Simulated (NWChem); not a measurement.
System: hydrogen peroxide (H2O2); SMILES OO

Output (shortened):

```
             Northwest Computational Chemistry Package (NWChem) 7.3.0
             --------------------------------------------------------

 C2  symmetry detected

                             Geometry "geometry" -> ""
                             -------------------------

 Output coordinates in angstroms (scale by  1.889725989 to convert to a.u.)

  No.       Tag          Charge          X              Y              Z
 ---- ---------------- ---------- -------------- -------------- --------------
    1 O                    8.0000     0.06260444    -0.70647211    -0.05469250
    2 O                    8.0000    -0.06260444     0.70647211    -0.05469250
    3 H                    1.0000    -0.72938515    -0.96236521     0.43754000
    4 H                    1.0000     0.72938515     0.96236521     0.43754000

 Effective nuclear repulsion energy (a.u.)      37.3949740223

      Symmetry information
      --------------------

 Group name             C2
 Group number              4
 Group order               2
 No. of unique centers     2

                                 NWChem DFT Module
                                 -----------------

 Summary of "ao basis" -> "ao basis" (spherical)
 ------------------------------------------------------------------------------
       Tag                 Description            Shells   Functions and Types
 ---------------- ------------------------------  ------  ---------------------
 O                         def2-svpd                 9       23   4s3p2d
 H                         def2-svpd                 4        8   2s2p

      Symmetry analysis of basis
      --------------------------

        a          31
        b          31

            General Information
            -------------------
          SCF calculation type: DFT
          Wavefunction type:  closed shell.
          No. of atoms     :     4
          No. of electrons :    18
           Alpha electrons :     9
            Beta electrons :     9
          Charge           :     0
          Spin multiplicity:     1
          Use of symmetry is: off; symmetry adaption is: on
          Maximum number of iterations: 150
          AO basis - number of functions:    62
                     number of shells:    26
          Convergence on energy requested:  1.00D-06
          Convergence on density requested:  1.00D-05
          Convergence on gradient requested:  5.00D-04

              XC Information
              --------------
                     Hartree-Fock (Exact) Exchange  1.000
                   CAM-Becke88 Exchange Functional  1.000
                      VWN V Correlation Functional  0.190 local
              Lee-Yang-Parr Correlation Functional  0.810

[...]

                                NWChem TDDFT Module
                                -------------------

            General Information
            -------------------
           No. of orbitals :     124
            Alpha orbitals :      62
             Beta orbitals :      62
        Alpha frozen cores :       0
         Beta frozen cores :       0
     Alpha frozen virtuals :       0
      Beta frozen virtuals :       0
         Spin multiplicity :       1
    Number of AO functions :      62
        Use of symmetry is : off
      Symmetry adaption is : on
         Schwarz screening :  0.10D-07

              XC Information
              --------------
              Hartree-Fock (Exact) Exchange   1.00
            CAM-Becke88 Exchange Functional   1.00
               VWN V Correlation Functional   0.19 local
       Lee-Yang-Parr Correlation Functional   0.81
           Alpha           :  0.19
           Beta            :  0.46
           Gamma           :  0.33

             TDDFT Information
             -----------------
          Calculation type : Tamm-Dancoff TDDFT
         Wavefunction type : Restricted singlets
          No. of electrons :      18
           Alpha electrons :       9
            Beta electrons :       9
              No. of roots :       6
          Max subspacesize :    5200
            Max iterations :     100
               Target root :       1
           Target symmetry : none
      Symmetry restriction : off
                 Algorithm : Optimal
        Davidson threshold :  0.10D-03

    6 smallest eigenvalue differences (eV)
--------------------------------------------------------
  No. Spin  Occ  Vir  Irrep   E(Occ)    E(Vir)   E(Diff)
--------------------------------------------------------
    1    1    9   10 b        -0.361     0.041    10.941
    2    1    9   11 a        -0.361     0.041    10.947
    3    1    8   10 a        -0.407     0.041    12.180
    4    1    8   11 b        -0.407     0.041    12.186
    5    1    9   12 a        -0.361     0.097    12.477
    6    1    9   13 b        -0.361     0.135    13.493
--------------------------------------------------------

  Entering Davidson iterations
  Restricted singlet excited states

  Iter   NTrls   NConv    DeltaV     DeltaE      Time
  ----  ------  ------  ---------  ---------  ---------
    1      6       0     0.12E+00   0.10+100        2.0
    2     12       0     0.48E-01   0.18E-01        2.0
    3     18       0     0.59E-01   0.47E-02        2.1
    4     24       0     0.13E-01   0.38E-02        2.8
    5     30       0     0.31E-01   0.37E-02        3.2
    6     36       3     0.19E-01   0.27E-02        2.9
    7     39       5     0.88E-02   0.96E-03        2.3
    8     40       5     0.30E-02   0.93E-04        1.9
    9     41       5     0.13E-02   0.14E-04        2.0
   10     42       5     0.25E-03   0.12E-05        2.2
   11     43       6     0.60E-04   0.61E-07        2.2
  ----  ------  ------  ---------  ---------  ---------
  Convergence criterion met

  Ground state a        -151.397021230975 a.u.

[...]
```

Level: CAM-B3LYP/def2-SVPD, TDA. Coordinates come from a PBE0/def2-SVP optimisation.

Problem. Which NWChem input produces such a log?

Solution. This is not unique; one that fits is the input that was run:
```
start job
memory heap 200 mb stack 900 mb global 1100 mb
geometry units angstroms noautoz
  O      0.040794    -0.708066    -0.122099
  O     -0.040790     0.708067    -0.122096
  H     -0.758713    -0.939419     0.370136
  H      0.758709     0.939418     0.370134
end
basis spherical
  * library def2-svpd
end
dft
  xc xcamb88 1.00 lyp 0.81 vwn_5 0.19 hfexch 1.00
  cam 0.33 cam_alpha 0.19 cam_beta 0.46
  iterations 150
end
tddft
  cis
  nroots 6
  notriplet
end
task tddft energy
```
